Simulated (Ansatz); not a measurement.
A calculation with Ansatz (development build ahead of 0.2.0).

```yaml
crystal:
  periodic: [false, false, false]
  atoms:
    - { symbol: C, position_ang: [-0.00613, 0.02088, -0.45179] }
    - { symbol: C, position_ang: [0.01, 0.09674, 0.53977] }
basis:
  gaussian: { orbitals: aug-cc-pVDZ }
hamiltonian:
  xc: hf
correlation:
  method: mp2
  frozen_orbitals: { C: 1 }
```

The input is written out in the form of the current development build from the run's settings.

The run gave:

```json
{
 "Converged": "yes",
 "Reference energy": "-75.21538 hartree",
 "Correlation energy": "-0.28503 hartree",
 "Total energy": "-75.50042 hartree",
 "Spin squared of the determinant": "0.000"
}
```

Caution: no unrestricted run beside it, a lower state can exist.
